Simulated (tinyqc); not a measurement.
Worked calculation: RHF in the sto-3g basis, for H2F+, spin multiplicity 1. One step of it, computed by the program tinyqc.

Problem. Iteration 2: DIIS coefficients. Solve [B -1; -1 0][c; lambda] = [0; -1] for the coefficients, which sum to one.

B (overlaps of the stored error matrices):
```
                1               2
1   1.4454210e+01  -1.6428374e-01
2  -1.6428374e-01   3.9631051e-01
```

Give: DIIS coefficients.

Solution.

DIIS coefficients: 0.0369  0.9631
